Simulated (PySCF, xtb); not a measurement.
water cation (H2O), SMILES O (connectivity only; charge and spin as stated), charge +1, multiplicity 2.

Harmonic wavenumbers (cm⁻¹) from GFN2-xTB run with xtb at its own minimum, in rising order: 1009, 2957, 2992.

Question: What does PBE-D3(BJ)/def2-TZVPD in PySCF give at its own minimum? (An estimate is asked for; the answer gives what the named calculation found.)

Answer: 1422, 3221, 3267. Paired by order, the mean absolute difference is 317 cm⁻¹ and the zero-point energies are 9.9 and 11.3 kcal/mol.
